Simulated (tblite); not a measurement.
Input of a run (GFN2-xTB geometry optimisation, gas phase (tblite 0.8.0)), started from a force field or distance geometry:
```
{"job": {"kind": "relax", "xc": "GFN2-xTB", "basis": "xTB"}, "charge": 0, "multiplicity": 2}
C      2.080300     0.100400    -0.290700
C      0.585000     0.438600    -0.426200
O      0.359200     1.487100     0.462900
C     -0.293500    -0.760800    -0.165800
C     -1.764500    -0.407200    -0.283800
O     -2.121200     0.597400     0.625900
H      2.276900    -0.967100    -0.284600
H      2.584400     0.655800    -1.120800
H      2.445000     0.614800     0.642700
H      0.375700     0.738300    -1.474700
H     -0.057700    -1.532200    -0.934400
H     -0.130100    -1.155600     0.859100
H     -2.387500    -1.282400    -0.012300
H     -1.990400     0.012800    -1.282400
H     -1.966000     1.468300     0.157600
```

Output (eV, eV/Å):
```
step      E/eV     max force
  0    -575.99758    2.447
  1    -576.22103    0.690
  2    -576.26222    0.620
  3    -576.30346    0.730
  4    -576.35527    0.563
  5    -576.38121    0.437
  6    -576.40141    0.366
  7    -576.42118    0.380
  8    -576.43924    0.443
  9    -576.45594    0.506
 10    -576.47715    0.569
 11    -576.50413    0.596
 12    -576.53414    0.535
 13    -576.56219    0.411
 14    -576.58554    0.356
 15    -576.60089    0.871
 16    -576.59883    1.199
 17    -576.62720    0.330
 18    -576.63436    0.275
 19    -576.64318    0.229
 20    -576.64797    0.249
 21    -576.65552    0.263
 22    -576.66135    0.224
 23    -576.66716    0.205
 24    -576.67227    0.232
 25    -576.67737    0.208
 26    -576.68220    0.220
 27    -576.68609    0.159
 28    -576.68879    0.138
 29    -576.69108    0.122
 30    -576.69346    0.156
 31    -576.69652    0.180
 32    -576.69984    0.173
 33    -576.70246    0.128
 34    -576.70441    0.102
 35    -576.70630    0.130
 36    -576.70834    0.140
 37    -576.71037    0.108
 38    -576.71201    0.113
 39    -576.71340    0.118
 40    -576.71509    0.124
 41    -576.71729    0.147
 42    -576.71931    0.112
 43    -576.72069    0.089
 44    -576.72185    0.081
 45    -576.72332    0.100
 46    -576.72551    0.132
 47    -576.72826    0.183
 48    -576.73108    0.138
 49    -576.73356    0.186
 50    -576.73652    0.165
 51    -576.73900    0.119
 52    -576.74070    0.096
 53    -576.74156    0.084
 54    -576.74225    0.078
 55    -576.74293    0.072
 56    -576.74364    0.068
 57    -576.74399    0.041
 58    -576.74425    0.044
 59    -576.74455    0.043
 60    -576.74492    0.043
 61    -576.74528    0.049
 62    -576.74559    0.046
 63    -576.74582    0.035
 64    -576.74598    0.028
 65    -576.74611    0.040
 66    -576.74624    0.046
 67    -576.74640    0.036
 68    -576.74660    0.043
 69    -576.74683    0.042
 70    -576.74707    0.045
 71    -576.74729    0.046
 72    -576.74754    0.050
 73    -576.74788    0.063
 74    -576.74833    0.069
 75    -576.74885    0.091
 76    -576.74930    0.065
 77    -576.74960    0.036
 78    -576.74975    0.033
 79    -576.74985    0.026
 80    -576.74991    0.016
 81    -576.74995    0.012
 82    -576.74996    0.010
 83    -576.74998    0.007
```

Summarise the run.

The energy falls by 17.4 kcal/mol over 83 L-BFGS steps, the largest force on an atom goes from 2.45 to 0.007 eV/Å, and the atoms move by 0.378 Å rms after alignment. Among the bonds, C2–O3 and C2–C4 change most and about equally (-0.061 to +0.060 Å). Bonds longer at the end by more than 0.005 Å: 4 of 14; shorter: 7. Among the angles that change most is O6–C5–H14, from 105.2° to 111.3°. Among the dihedrals that turn most is H14–C5–O6–H15, from -31° to -86°. The energy rose by more than 1e-5 eV at step 16. The first step brought 30 % of the lowering.

What are the final bond lengths?

C1–C2 1.549 Å, C2–O3 1.333 Å, C2–C4 1.569 Å, C4–C5 1.527 Å, C5–O6 1.378 Å, C1–H7 1.086 Å, C1–H8 1.087 Å, C1–H9 1.086 Å, C2–H10 1.110 Å, C4–H11 1.088 Å, C4–H12 1.090 Å, C5–H13 1.100 Å, C5–H14 1.104 Å, O6–H15 1.023 Å. Numbering counts from 1 in the input's order; the species is `C[C@H]([O])CCO` [radical].

The run took 0.39 s of wall time on Arm Neoverse V1, one thread, no GPU, shared host with 32 logical CPUs at a one-minute load of 21.

Its GFN2-xTB frequencies are all real (lowest 102 cm⁻¹).

One conformer stands for the species.

The numbers are calculated, not measured.
